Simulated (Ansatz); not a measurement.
**The phosphorus atom (quartet): the correlation ladder, cc-pV(Q+d)Z**

The task here is to estimate one member of a computed series from the others.

The runs use Ansatz 0.2.0, Gaussian basis; cc-pV(Q+d)Z, core rule «outside noble gas», up to 5 orbitals frozen.

The runs, in order: CCSD(T) on UHF; BCCD(T) on ROHF; CISD; CCSDT(Q) on ROHF; CCSDT(Q) on UHF; CASSCF and MRCISD+Q, 5 electrons in 4 orbitals; CASSCF and MRCISD+Q(relaxed), 5 electrons in 4 orbitals; CASSCF and NEVPT4(SD), 5 electrons in 4 orbitals; CASSCF and NEVPT2, 5 electrons in 4 orbitals; Full CI.

### The atom

A free atom, in its lowest state of this spin that the program finds.

1 atom, charge 0, spin multiplicity 4.

The first run:

in.yaml reads:

```yaml
crystal:
  periodic: [false, false, false]
  atoms:
    - {symbol: P, position_ang: [0.000000, 0.000000, 0.000000]}
basis:
  gaussian: {orbitals: "cc-pV(Q+d)Z.json"}
magnetization: {spin_polarized: true, initial_magnetization: 3}
correlation: {method: ccsd_t, electrons: outside_noble_gas}
```

Run with:

```console
$ ansatz run in.yaml --threads 1 --pin off --events-out ev --progress --plain --max-ram 2393MiB
```

Among the steps run: CCSD(T) on UHF; BCCD(T) on ROHF; CISD; CCSDT(Q) on ROHF; CCSDT(Q) on UHF; CASSCF and MRCISD+Q, 5 electrons in 4 orbitals; CASSCF and MRCISD+Q(relaxed), 5 electrons in 4 orbitals; CASSCF and NEVPT4(SD), 5 electrons in 4 orbitals; CASSCF and NEVPT2, 5 electrons in 4 orbitals; Full CI.

One table of the session follows, with a row left open; its other results are not shown here.

It belongs to the step «Misses and costs». 

| method | from FCI (kJ/mol) |
| --- | --- |
| UHF | +289.9 |
| UMP2 | +56.0 |
| UCCSD | +14.3 |
| UCCSD(T) | ? |
| BCCD(T) | +2.4 |
| UCCSDT | +0.3 |
| UCCSDT(Q) | -0.1 |
| CASSCF valence | +290.9 |
| NEVPT2 valence | +58.3 |
| NEVPT4(SD) valence | +5.8 |
| MRCISD valence | +19.3 |
| MRCISD+Q valence | +1.5 |
| MRCISD+Q(relaxed) valence | +1.5 |
| FCI | 0 |

Q: Estimate the row for UCCSD(T) from the others.

**Answer.** from FCI (kJ/mol): +2.2. In the column «from FCI (kJ/mol)» it lies between MRCISD+Q(relaxed) valence (+1.5) and BCCD(T) (+2.4).

Not comparable, so not listed: CISD; CCSDT(Q) on ROHF (they don't share determinant, frozen orbitals or solution with the rows shown, or repeat one).

To keep in mind: Levels on UHF freeze UHF's core orbitals, full CI those of ROHF, so the U rows can settle a little off it for that reason alone.
